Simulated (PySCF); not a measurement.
Species: C5H10P (charge +1).
Structure used (GFN2-xTB), in Å, numbered top down from 1:
```xyz
16
C5H10P angstrom
C     -1.2050   -1.1786   -0.3733
C     -0.6784   -0.0299    0.4911
C     -1.4559    1.2758    0.2641
C      0.7034    0.2593    0.1657
C      1.7684    0.8194   -0.2305
P      2.2063   -1.0567    0.1015
H     -1.1418   -0.9281   -1.4296
H     -0.6398   -2.0916   -0.1893
H     -2.2453   -1.3686   -0.1270
H     -0.7472   -0.3151    1.5471
H     -2.4927    1.1158    0.5468
H     -1.4237    1.5681   -0.7819
H     -1.0545    2.0833    0.8700
H      2.3402    1.6555   -0.5623
H      3.2962   -0.6557    0.8664
H      2.7623   -1.1440   -1.1704
```

Level of theory: TDDFT wB97X-D/def2-SVPD, vertical, gas phase, core orbitals frozen in the response (PySCF 2.14.0, density-fitted response routines).

Ground-to-excited transition dipoles (e·a0, same axes as the geometry; the sign carries no meaning), for the states with f of 0.002 or more among the lowest 8:

```
state  E (eV)      μx      μy      μz
   S2   6.523   0.760  -0.718   0.039
   S3   6.791  -0.253   0.380  -0.014
   S4   6.947   0.095   0.016   0.237
   S5   7.198   0.466  -0.278   0.009
   S6   7.244  -0.507   0.110   0.024
   S7   7.340  -0.066   0.059   0.131
   S8   7.426  -0.262  -0.450   0.112
```

Q: Work out the oscillator strengths.

A: f = (2/3) ΔE |μ|² with ΔE in hartree (27.2114 eV).

| state | \|μ\|² (au) | \|μ\| (D) | f |
| --- | --- | --- | --- |
| S2 | 1.094 | 2.66 | 0.175 |
| S3 | 0.209 | 1.16 | 0.035 |
| S4 | 0.065 | 0.65 | 0.011 |
| S5 | 0.294 | 1.38 | 0.052 |
| S6 | 0.269 | 1.32 | 0.048 |
| S7 | 0.025 | 0.40 | 0.004 |
| S8 | 0.284 | 1.35 | 0.052 |

Q: Which bond between heavy atoms lies closest to the direction of the S2 transition dipole?

A: C4–P6, at 5° from it; next C2–C3 at 17°.

Q: What angle do the transition dipoles of S3 and S8 make?

A: |cos θ| = |μa·μb| / (|μa| |μb|) = 0.44, so θ ≈ 64° (taken between 0 and 90°, since the signs are arbitrary).

Q: How is the summed strength of these states shared among x, y and z?

A: (2/3) Σ ΔE μα² gives 0.201 for x, 0.160 for y and 0.015 for z, 0.376 in all.

Q: What peak molar absorption coefficient would the strongest computed level give as a lone Gaussian band 0.3 eV wide at half height?

A: ε(max) = 2.175×10⁸ f / FWHM, with the width in cm⁻¹. S2: 2.175×10⁸ × 0.1747 / 2420 ≈ 16000 L mol⁻¹ cm⁻¹.

Time: 61 s (grids of density and orbitals included); peak memory 0.85 GiB. Hardware: an Arm Neoverse V1 with one thread (shared host).

One conformer stands for the species.
